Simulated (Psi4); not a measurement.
# UB2PLYP/cc-pVDZ (density fitting, density fitting for correlation, sweep point 1) run of Si2H4 (SMILES [SiH][SiH3])

What is the vertical triplet–singlet gap of Si2H4 at UB2PLYP/cc-pVDZ (density fitting, density fitting for correlation, sweep point 1)? 

The results are computed with Psi4 1.11.

**1. The system as given**

The species is Si2H4 (6 atoms), meant as a triplet with charge 0. As SMILES, `[SiH][SiH3]`. Geometry: relaxed at GFN2-xTB.

Bond lengths: Si1–Si2 2.254 Å, Si1–H3 1.473 Å, Si2–H4 1.467 Å, Si2–H5 1.474 Å, Si2–H6 1.474 Å. Angles: Si1–Si2–H4 105.5°, Si1–Si2–H5 115.5°, Si1–Si2–H6 115.4°, Si2–Si1–H3 128.8°, H4–Si2–H5 107.9°, H4–Si2–H6 107.9°, H5–Si2–H6 104.3°.

**2. The energy at UB2PLYP/cc-pVDZ (density fitting, density fitting for correlation, sweep point 1)**

Contents of calc.in:

```
memory 1600 MB

molecule {
  0 3
  Si     0.60985241    -2.97798161     0.54301280
  Si    -0.56716350     0.98883699    -0.46423012
  H      2.69839663    -3.81312717     2.18406987
  H     -2.75244279     0.71066930    -2.14674777
  H      1.35100300     2.50451072    -1.79729962
  H     -1.33966464     2.58707286     1.68121374
  units au
  symmetry c1
}

set {
  basis                cc-pVDZ
  reference            uks
  puream               true
  scf_type             df
  dft_radial_points    99
  dft_spherical_points 590
  num_frozen_docc      10
  maxiter              150
}

result, w = energy("b2plyp", return_wfn=True)
```

Started as:

```bash
psi4 -n 1 calc.in calc.out
```

calc.out, shortened:

```text
[...]
  Running in c1 symmetry.
[...]
  Nuclear repulsion =   76.540044277768700
[...]
  Multiplicity = 3
[...]
  Nalpha       = 17
  Nbeta        = 15
[...]
    Number of basis functions: 56
[...]
   @DF-UKS iter   1:  -580.92829477264979   -4.56969e-01   2.80174e-03 ADIIS/DIIS
[...]
   @DF-UKS iter   8:  -580.95683216727332   -2.72993e-08   5.38599e-07 DIIS
[...]
   @S^2 Observed:                2.006394718E+00
[...]
    Orbital Energies [Eh]
    ---------------------
    Alpha Occupied:
       1A    -67.252718     2A    -67.249113     3A     -5.647334
       4A     -5.642958     5A     -3.903953     6A     -3.903198
       7A     -3.897137     8A     -3.895975     9A     -3.895764
      10A     -3.895578    11A     -0.660044    12A     -0.568409
      13A     -0.423207    14A     -0.413828    15A     -0.389071
      16A     -0.286507    17A     -0.242753
    Alpha Virtual:
      18A      0.054033    19A      0.078093    20A      0.098284
      21A      0.119556    22A      0.144558    23A      0.260753
      24A      0.282789    25A      0.314563    26A      0.315573
[...]
  @DF-UKS Final Energy:  -580.95683216727332
   => Energetics <=
    Nuclear Repulsion Energy =             76.5400442777687005
    One-Electron Energy =                -956.6031527280056252
    Two-Electron Energy =                 319.7573946061380070
    DFT Exchange-Correlation Energy =     -20.6511183231745079
    Empirical Dispersion Energy =           0.0000000000000000
    VV10 Nonlocal Energy =                  0.0000000000000000
    Total Energy =                       -580.9568321672733191
[...]
 Multipole Moments:
 ------------------------------------------------------------------------------------
     Multipole            Electronic (a.u.)      Nuclear  (a.u.)        Total (a.u.)
 ------------------------------------------------------------------------------------
 L = 1.  Multiply by 2.5417464519 to convert [e a0] to [Debye]
 Dipole X            :          0.0917066           -0.0592217            0.0324849
 Dipole Y            :         -2.7864114            2.7590956           -0.0273158
 Dipole Z            :          0.1346031           -0.1092692            0.0253339
 Magnitude           :                                                    0.0494290
[...]
```

It took 14 s on 1 thread of Intel Xeon Platinum 8259CL at 2.50GHz (Skylake/Cascade Lake), shared host; peak memory 0.77 GiB.

**3. The singlet at the same level**

Contents of job.inp:

```
memory 1600 mb

molecule {
  0 1
  Si     0.60985241    -2.97798161     0.54301280
  Si    -0.56716350     0.98883699    -0.46423012
  H      2.69839663    -3.81312717     2.18406987
  H     -2.75244279     0.71066930    -2.14674777
  H      1.35100300     2.50451072    -1.79729962
  H     -1.33966464     2.58707286     1.68121374
  units bohr
  symmetry c1
}

set puream true
set scf_type df
set dft_radial_points 99
set dft_spherical_points 590
set num_frozen_docc 10

result, w = energy("b2plyp/cc-pVDZ", return_wfn=True)
```

Started as:

```bash
psi4 -i job.inp -o job.out -n 1
```

job.out, shortened:

```text
[...]
  Running in c1 symmetry.
[...]
  Nuclear repulsion =   76.540044277768700
[...]
  Multiplicity = 1
[...]
  Nalpha       = 16
  Nbeta        = 16
[...]
    Number of basis functions: 56
[...]
   @DF-RKS iter   1:  -580.92227837789164   -4.50953e-01   2.66749e-03 DIIS/ADIIS
[...]
   @DF-RKS iter   7:  -580.94491954967839   -1.19579e-08   4.58630e-07 DIIS
[...]
    Orbital Energies [Eh]
    ---------------------
    Doubly Occupied:
       1A    -67.257920     2A    -67.238881     3A     -5.649303
       4A     -5.635165     5A     -3.905376     6A     -3.899382
       7A     -3.896812     8A     -3.888677     9A     -3.888347
      10A     -3.887404    11A     -0.648705    12A     -0.548145
      13A     -0.418395    14A     -0.409241    15A     -0.383343
      16A     -0.232804
[...]
  @DF-RKS Final Energy:  -580.94491954967839
   => Energetics <=
    Nuclear Repulsion Energy =             76.5400442777687005
    One-Electron Energy =                -956.6338252964051208
    Two-Electron Energy =                 319.8015198581992991
    DFT Exchange-Correlation Energy =     -20.6526583892412923
    Empirical Dispersion Energy =           0.0000000000000000
    VV10 Nonlocal Energy =                  0.0000000000000000
    Total Energy =                       -580.9449195496783886
[...]
 Multipole Moments:
 ------------------------------------------------------------------------------------
     Multipole            Electronic (a.u.)      Nuclear  (a.u.)        Total (a.u.)
 ------------------------------------------------------------------------------------
 L = 1.  Multiply by 2.5417464519 to convert [e a0] to [Debye]
 Dipole X            :          0.3085808           -0.0592217            0.2493591
 Dipole Y            :         -2.5036009            2.7590956            0.2554948
 Dipole Z            :          0.2957819           -0.1092692            0.1865127
 Magnitude           :                                                    0.4027959
[...]
```

Run time: 9 s. Hardware: 1 thread of Intel Xeon Platinum 8259CL at 2.50GHz (Skylake/Cascade Lake), shared host; peak memory 0.77 GiB.

**4. Summary of results**

At UB2PLYP/cc-pVDZ (density fitting, density fitting for correlation, sweep point 1), 10 core orbitals frozen:

```
                                                         quantity          value
                                            triplet: total energy  -581.01529 Eh
triplet: HOMO energy (SCF part's orbitals) (highest over α and β)       -6.61 eV
 triplet: LUMO energy (SCF part's orbitals) (lowest over α and β)       -1.75 eV
                                                    triplet: ⟨S²⟩          2.006
                                            singlet: total energy  -581.00878 Eh
                       singlet: HOMO energy (SCF part's orbitals)       -6.33 eV
                       singlet: LUMO energy (SCF part's orbitals)       -2.13 eV
                     singlet: HOMO–LUMO gap (SCF part's orbitals)        4.21 eV
                 vertical energy of the singlet above the triplet       0.177 eV
```

In words: At this shape the singlet lies 0.18 eV (17.1 kJ/mol) above the triplet.
